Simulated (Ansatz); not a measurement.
## CO, singlet: reading a ladder of total energies

Geometry: MP2(full)/6-31G*, from the G2/97 set.

```xyz
2

O     0.0000    0.0000    0.0000
C     0.0000    0.0000    1.1503
```

Basis cc-pVDZ; Ansatz 0.2.0. Only valence electrons are correlated (noble-gas cores frozen), which leaves 10 electrons in 26 orbitals. R marks a restricted (for open shells ROHF) determinant.

Full CI isn't at hand for all of this; RCCSDTQ serves as the reference, and is uncertain by about the last step of the cluster series.

Runs differ by some tens of microhartree through their thresholds, so steps under 0.03 kcal/mol mean nothing.

| level | total energy (hartree) |
| --- | --- |
| RHF | -112.746100 |
| RMP2 | -113.036783 |
| RCCSD | -113.043653 |
| RCCSD(T) | -113.054905 |
| RCCSDT | -113.055381 |
| RCCSDT(Q) | -113.056545 |
| RCCSDTQ | -113.056387 |

**Question.** What is the correlation energy at RCCSDTQ, and what share of it do RMP2 and RCCSD(T) recover?

**Answer.** E(corr) = -113.056387 − (-112.746100) = -0.310287 hartree = -8.443 eV. RMP2: -0.290683 / -0.310287 = 93.68 %. RCCSD(T): -0.308805 / -0.310287 = 99.52 %.

**Question.** By how many kcal/mol does RCCSD(T) miss RCCSDTQ (1 hartree = 627.509 kcal/mol), and which steps make up the rest?

**Answer.** -113.054905 − (-113.056387) = 0.001482 hartree = 0.93 kcal/mol. Steps: RCCSDT − RCCSD(T) = -0.30, RCCSDT(Q) − RCCSDT = -0.73, RCCSDTQ − RCCSDT(Q) = 0.10 kcal/mol. Differences between like states or geometries often cancel part of this.
